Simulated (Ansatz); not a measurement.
A nudged elastic band was laid between two geometries of CH₅OSi (8 atoms, charge 0, multiplicity 2).

Level of theory: Ansatz 0.2.0, UKS PBE0/6-31G*.

```yaml
movable_images: 9
climbing_image: yes
spring: 5.0 eV/Å²
optimiser: quadratic models (default)
start_path: through a guess of the saddle point
force_threshold: 0.05 eV/Å
iteration_limit: 48
end_points: relaxed
```

Initial state:

```xyz
8
Properties=species:S:1:pos:R:3
C -0.538 0.733 -0.420
Si 0.465 -0.620 0.393
O 2.030 -0.765 -0.186
H -0.587 0.588 -1.504
H -1.561 0.732 -0.026
H -0.108 1.721 -0.226
H 0.449 -0.466 1.877
H -0.057 -1.978 0.037
```

Final state:

```xyz
8
Properties=species:S:1:pos:R:3
C -0.630 0.861 -0.415
Si -0.125 -0.727 0.446
O 1.287 -1.238 -0.292
H -0.857 0.686 -1.471
H -1.518 1.290 0.061
H 0.181 1.598 -0.358
H 0.095 -0.470 1.914
H 1.659 -2.056 0.059
```

Q: What changes between the two ends?

A: Bonds broken: Si2–H8. Bonds formed: O3–H8.

Q: Give the energies along the band, and the barrier.

A: The forces met the threshold. The highest image is number 4 of 0 to 10, 0.95 eV above the first end and 1.85 eV above the last; the last end lies 0.90 eV below the first. A vibrational analysis at the climbing image gives one clearly imaginary mode, 1673i cm⁻¹: a first-order saddle point.

```csv
image,path coordinate (Å),energy (eV),Si2–H8 (Å),O3–H8 (Å)
0,0.00,0.00,1.50,2.42
1,0.30,0.01,1.50,2.39
2,0.60,0.14,1.51,2.11
3,0.90,0.53,1.54,1.76
4,1.20,0.95,1.59,1.39
5,1.49,0.12,1.72,1.06
6,1.78,-0.56,1.96,0.97
7,2.07,-0.82,2.18,0.96
8,2.37,-0.86,2.25,0.96
9,2.66,-0.89,2.26,0.96
10,2.95,-0.90,2.26,0.96
```

Q: What is the geometry of the highest image?

A: 
```xyz
8
Properties=species:S:1:pos:R:3
C -0.600 0.791 -0.406
Si 0.351 -0.562 0.459
O 1.768 -1.106 -0.158
H -0.756 0.557 -1.463
H -1.572 0.953 0.073
H -0.036 1.732 -0.349
H 0.238 -0.432 1.944
H 0.700 -1.990 -0.155
```

Q: What are the harmonic wavenumbers there?

A: 1673i, 127, 244, 429, 635, 672, 759, 801, 901, 961, 1316, 1474, 1480, 1937, 2229, 3066, 3150, 3182 cm⁻¹.

The band took 8 iterations and about 4 core-minutes.

Time of the run: 3.6 min on 1 thread of Arm Neoverse V2 (shared host), peak memory 0.14 GiB.
